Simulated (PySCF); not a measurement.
Gas-phase reaction: CH2 + C2H2 (acetylene) ⇌ C3H4 (allene)

Method: PySCF energies plus ideal-gas RRHO corrections (1 bar). The comparison is the NASA 1993 polynomial table, which mixes measured and estimated data. † marks an energy on the PBE0/def2-TZVP geometry and frequencies. MP2 and CCSD(T) freeze the core. Open shells (unrestricted): CH2 (multiplicity 3); the rest are closed-shell singlets. MP2 isn't extrapolated to the basis-set limit. CCSD(T) isn't extrapolated to the basis-set limit. The table's entry may be an old estimate for CH2 (not checked at source).

```tsv
level	ΔH°(298 K), kJ
table	-426.1
BLYP/def2-TZVP†	-438.6
CCSD(T)/def2-TZVPP†	-420.3
MP2/def2-SVP†	?
PBE0/def2-SVP†	?
r2SCAN/def2-TZVP†	?
LDA/def2-TZVP†	-535.7
ωB97M-V/def2-TZVP†	-443.1
ωB97X-V/def2-TZVP†	?
```

Question: Complete the blanks.

Answer: 
- MP2/def2-SVP†, ΔH°(298 K), kJ: -410.9
- PBE0/def2-SVP†, ΔH°(298 K), kJ: -457.1
- r2SCAN/def2-TZVP†, ΔH°(298 K), kJ: -430.8
- ωB97X-V/def2-TZVP†, ΔH°(298 K), kJ: -451.3
